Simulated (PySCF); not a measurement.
# Vertical excitation energies

Compound: acrylic acid, C₃H₄O₂.
Bonds: C1–C2 (double), C2–C3, C3–O4 (double), C3–O5. Hydrogens: H6, H7 on C1; H8 on C2; H9 on O5.

Computed with TDDFT CAM-B3LYP/aug-cc-pVTZ, vertical, gas phase, core orbitals frozen in the response (PySCF). The structure is a single PBE0-D3(BJ)/def2-TZVP conformer in the gas phase; no vibrational or solvent corrections. Torsions of this conformer, `[CH2:1]=[CH:2][C:3](=[O:4])[OH:5]`: C1–C2–C3–O4 -2°, H–O5–C3–C2 180°.

```json
{"state": "S1", "λ (nm)": "243.6", "E (eV)": "5.09", "f": "0.0000", "symmetry": "–", "main configurations (H = HOMO, L = LUMO)": "H→L (59%), H-1→L (33%)"}
{"state": "S2", "λ (nm)": "193.3", "E (eV)": "6.41", "f": "0.280", "symmetry": "A′", "main configurations (H = HOMO, L = LUMO)": "H-1→L (61%), H→L (34%)"}
{"state": "S3", "λ (nm)": "170.8", "E (eV)": "7.26", "f": "0.021", "symmetry": "A′", "main configurations (H = HOMO, L = LUMO)": "H-2→L (37%), H→L+1 (26%), H-1→L+1 (12%)"}
{"state": "S4", "λ (nm)": "165.5", "E (eV)": "7.49", "f": "0.040", "symmetry": "A″", "main configurations (H = HOMO, L = LUMO)": "H-1→L+1 (43%), H→L+1 (30%), H-1→L+2 (9%)"}
{"state": "S5", "λ (nm)": "163.9", "E (eV)": "7.57", "f": "0.173", "symmetry": "A′", "main configurations (H = HOMO, L = LUMO)": "H-2→L (56%), H→L+1 (17%), H-1→L+1 (17%)"}
{"state": "S6", "λ (nm)": "163.0", "E (eV)": "7.61", "f": "0.0006", "symmetry": "–", "main configurations (H = HOMO, L = LUMO)": "H-3→L (92%)"}
{"state": "S7", "λ (nm)": "155.2", "E (eV)": "7.99", "f": "0.0006", "symmetry": "–", "main configurations (H = HOMO, L = LUMO)": "H-1→L+2 (32%), H→L+2 (21%), H-2→L+1 (15%)"}
{"state": "S8", "λ (nm)": "151.3", "E (eV)": "8.20", "f": "0.0014", "symmetry": "–", "main configurations (H = HOMO, L = LUMO)": "H→L+2 (41%), H-1→L+2 (15%), H→L+4 (9%)"}
{"state": "S9", "λ (nm)": "150.9", "E (eV)": "8.22", "f": "0.0012", "symmetry": "–", "main configurations (H = HOMO, L = LUMO)": "H-1→L+3 (42%), H→L+3 (24%), H-1→L+2 (16%)"}
{"state": "S10", "λ (nm)": "148.3", "E (eV)": "8.36", "f": "0.0005", "symmetry": "–", "main configurations (H = HOMO, L = LUMO)": "H-2→L+1 (39%), H-2→L+2 (21%)"}
```

Triplets, Tamm–Dancoff:

```
state  E (eV)  λ (nm)  main configurations (H = HOMO, L = LUMO)
   T1    3.89   318.8                    H-1→L (57%), H→L (36%)
   T2    4.71   263.3                    H→L (55%), H-1→L (34%)
   T3    5.74   215.9                               H-2→L (78%)
   T4    7.11   174.3                               H-3→L (90%)
```

The lowest singlet lies at 5.09 eV (244 nm, ultraviolet) and is dark (f under 0.0005); its leading configuration is HOMO→LUMO (59%). The strongest level in the table is S2 at 6.41 eV (193 nm, f = 0.280). Löwdin shares by element: HOMO oxygen 44% or more, carbon 42%; LUMO carbon 67%, oxygen 12% or more (atoms not listed hold the other 21%). Of the 10 states listed, 4 reach f = 0.01 and 2 stay under 0.0005. The oscillator strengths of these states sum to 0.518; summed over the whole spectrum of an exact calculation they would give the number of electrons, 38 (Thomas–Reiche–Kuhn). The listed states span 3.27 eV, and the widest gap between neighbours is 1.33 eV (S1 to S2). Symmetry labels in Cs follow from the direction of the transition dipole and are given only for states with f of 0.002 or more. Only the lowest 10 singlets were computed, as vertical energies without vibronic structure.

Hardware: one thread of an Arm Neoverse V2, shared host with 96 logical CPUs at a one-minute load of 30. Cost: 47 s of wall time, 1.2 GiB resident at most.
